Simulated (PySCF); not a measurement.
# H3O+ (oxonium): wB97X-V/6-31G

Aim: the vertical ionisation energy of H3O+ (oxonium) at wB97X-V/6-31G, from 2 runs. The job is set up through a Python script.

The results are computed with PySCF 2.14.0.

5 further runs of the same task are left out: 5 set aside as unsound or not needed.

### 1 The system as given

The species is H3O+ (4 atoms), meant as a singlet with charge +1. As SMILES, `[OH3+]`. The coordinates come from a PBE0-D4/def2-TZVP relaxation.

Bond lengths: O1–H2 0.978 Å, O1–H3 0.978 Å, O1–H4 0.978 Å. Angles: H2–O1–H3 113.0°, H2–O1–H4 113.0°, H3–O1–H4 113.0°.

### 2 A single-point energy at wB97X-V/6-31G

The input, geometry.xyz:

```xyz
4
H3O
O      0.181970    -0.056700    -0.052760
H      0.219060     0.918440     0.015140
H     -0.408890    -0.368290    -0.767380
H      0.007860    -0.493450     0.805020
```

The input, run.py:

```python
from pyscf import gto, dft

system = gto.Mole()
system.atom = 'geometry.xyz'
system.charge = 1
system.verbose = 4
system.max_memory = 1860
system.basis = '6-31g'
system.build()

myscf = dft.RKS(system)
myscf.xc = 'wb97x-v'
myscf.grids.level = 5
myscf.conv_tol = 1e-10
myscf.nlcgrids.level = 1
myscf.kernel()
if not myscf.converged:
    myscf = myscf.newton().run(myscf.mo_coeff, myscf.mo_occ)

etot = myscf.e_tot
print('E(%s) = %.9f' % ('WB97X-V', etot))
```

Started as:

```
$ OMP_NUM_THREADS=1 python run.py
```

The program printed:

```text
PySCF version 2.14.0

[INPUT] num. atoms = 4
[INPUT] num. electrons = 10
[INPUT] charge = 1
[INPUT] spin (= nelec alpha-beta = 2S) = 0
[INPUT] symmetry False subgroup None
[INPUT] Mole.unit = angstrom
[INPUT] Symbol           X                Y                Z      unit          X                Y                Z       unit  Magmom
[INPUT]  1 O      0.181970000000  -0.056700000000  -0.052760000000 AA    0.343873462887  -0.107147471263  -0.099701950332 Bohr   0.0
[INPUT]  2 H      0.219060000000   0.918440000000   0.015140000000 AA    0.413963404847   1.735600061846   0.028610453526 Bohr   0.0
[INPUT]  3 H     -0.408890000000  -0.368290000000  -0.767380000000 AA   -0.772690115073  -0.695967234416  -1.450138033469 Bohr   0.0
[INPUT]  4 H      0.007860000000  -0.493450000000   0.805020000000 AA    0.014853247339  -0.932485356167   1.521267324797 Bohr   0.0

nuclear repulsion = 13.9563073672582
number of shells = 11
number of NR pGTOs = 34
number of NR cGTOs = 15
basis = 6-31g
ecp = {}

******** <class 'pyscf.dft.rks.RKS'> ********
method = RKS
initial guess = minao
damping factor = 0
level_shift factor = 0
DIIS = <class 'pyscf.scf.diis.CDIIS'>
diis_start_cycle = 1
diis_space = 8
diis_damp = 0
SCF conv_tol = 1e-10
SCF conv_tol_grad = None
SCF max_cycles = 50
direct_scf = True
direct_scf_tol = 1e-13
XC library pyscf.dft.libxc version 7.0.0
    S. Lehtola, C. Steigemann, M. J.T. Oliveira, and M. A.L. Marques.,  SoftwareX 7, 1–5 (2018)
XC functionals = wb97x-v
    N. Mardirossian and M. Head-Gordon.,  Phys. Chem. Chem. Phys. 16, 9904-9924 (2014)
radial grids:
    Treutler-Ahlrichs [JCP 102, 346 (1995); DOI:10.1063/1.469408] (M4) radial grids

becke partition: Becke, JCP 88, 2547 (1988); DOI:10.1063/1.454033
pruning grids: <function nwchem_prune>
grids dens level: 5
symmetrized grids: False
atomic radii adjust function: <function treutler_atomic_radii_adjust>
** Following is NLC and NLC Grids **
NLC functional = wb97x-v
radial grids:
    Treutler-Ahlrichs [JCP 102, 346 (1995); DOI:10.1063/1.469408] (M4) radial grids

becke partition: Becke, JCP 88, 2547 (1988); DOI:10.1063/1.454033
pruning grids: <function nwchem_prune>
grids dens level: 1
symmetrized grids: False
atomic radii adjust function: <function treutler_atomic_radii_adjust>
small_rho_cutoff = 0
Set gradient conv threshold to 1e-05
Initial guess from minao.
tot grids = 113600
tot grids = 12600
init E= -76.9794205188164
  HOMO = -0.50953445234868  LUMO = 0.0327235382159101  gap/eV = 14.75559
cycle= 1 E= -76.6235582881876  delta_E= 0.356  |g|= 0.243  |ddm|= 1.35
  HOMO = -0.832158027982979  LUMO = -0.173068829912346  gap/eV = 17.93473
cycle= 2 E= -76.6404791763191  delta_E= -0.0169  |g|= 0.08  |ddm|= 0.286
  HOMO = -0.861493245676971  LUMO = -0.172913118591596  gap/eV = 18.73722
cycle= 3 E= -76.641314247653  delta_E= -0.000835  |g|= 0.0539  |ddm|= 0.0729
  HOMO = -0.844664053491016  LUMO = -0.166642890708573  gap/eV = 18.44990
cycle= 4 E= -76.6418100265281  delta_E= -0.000496  |g|= 0.00114  |ddm|= 0.0287
  HOMO = -0.84475378456002  LUMO = -0.166721305297172  gap/eV = 18.45020
cycle= 5 E= -76.6418105304125  delta_E= -5.04e-07  |g|= 0.000156  |ddm|= 0.00162
  HOMO = -0.844734903644881  LUMO = -0.166720705012803  gap/eV = 18.44971
cycle= 6 E= -76.6418105488902  delta_E= -1.85e-08  |g|= 2.85e-05  |ddm|= 0.000429
  HOMO = -0.844737947841712  LUMO = -0.166719477478154  gap/eV = 18.44982
cycle= 7 E= -76.6418105497372  delta_E= -8.47e-10  |g|= 2.4e-06  |ddm|= 0.000115
  HOMO = -0.844737371186592  LUMO = -0.16671921751645  gap/eV = 18.44981
cycle= 8 E= -76.6418105497389  delta_E= -1.78e-12  |g|= 7.45e-08  |ddm|= 2.71e-06
  HOMO = -0.84473739992531  LUMO = -0.166719223253429  gap/eV = 18.44981
Extra cycle  E= -76.6418105497389  delta_E= -1.42e-14  |g|= 4.98e-08  |ddm|= 8.15e-08
converged SCF energy = -76.6418105497389
E(WB97X-V) = -76.641810550
```

Wall time 5.4 s (1 thread of Intel Xeon 6975P-C (Granite Rapids), shared host); peak memory 0.16 GiB.

### 3 Doublet [H3O]2+ at the same level

The input, calc.py:

```python
from pyscf import gto, dft

mol = gto.M(
    atom='''
O      0.343873    -0.107147    -0.099702
H      0.413963     1.735600     0.028610
H     -0.772690    -0.695967    -1.450138
H      0.014853    -0.932485     1.521267
''',
    charge=2,
    spin=1,
    max_memory=1860,
    verbose=3,
    basis='6-31g',
    unit='bohr',
)

myscf = dft.UKS(mol)
myscf.xc = 'wb97x-v'
myscf.grids.level = 5
myscf.nlcgrids.level = 1
myscf.conv_tol = 1e-10
myscf.kernel()
if not myscf.converged:
    myscf = myscf.newton().run(myscf.mo_coeff, myscf.mo_occ)

etot = myscf.e_tot
print('E(%s) = %.9f' % ('WB97X-V', etot))
```

Started as:

```
$ OMP_NUM_THREADS=1 python calc.py
```

The program printed:

```text
converged SCF energy = -75.7364393003444  <S^2> = 0.75184573  2S+1 = 2.0018449
E(WB97X-V) = -75.736439300
```

It took 6 s on 1 thread of Intel Xeon 6975P-C (Granite Rapids), shared host; peak memory 0.18 GiB.

### 4 Results

Level: wB97X-V/6-31G.

| quantity | value |
| --- | --- |
| singlet H3O+: total energy | -76.64181 Eh |
| singlet H3O+: HOMO energy | -22.99 eV |
| singlet H3O+: LUMO energy | -4.54 eV |
| singlet H3O+: HOMO–LUMO gap | 18.45 eV |
| doublet [H3O]2+: total energy | -75.73644 Eh |
| doublet [H3O]2+: HOMO energy (highest over α and β) | -39.74 eV |
| doublet [H3O]2+: LUMO energy (lowest over α and β) | -26.18 eV |
| doublet [H3O]2+: ⟨S²⟩ | 0.752 |
| vertical ionisation energy (to the doublet dication) | 24.636 eV |

The vertical ionisation energy comes to 24.64 eV (2377 kJ/mol). −ε(HOMO) before ionisation, 22.99 eV, is 1.65 eV below this ionisation energy. Mulliken charges (singlet H3O+) run from -0.60 on O1 to +0.53 on H2. Mulliken charges (doublet [H3O]2+) run from +0.00 on O1 to +0.67 on H2; they depend strongly on the basis.
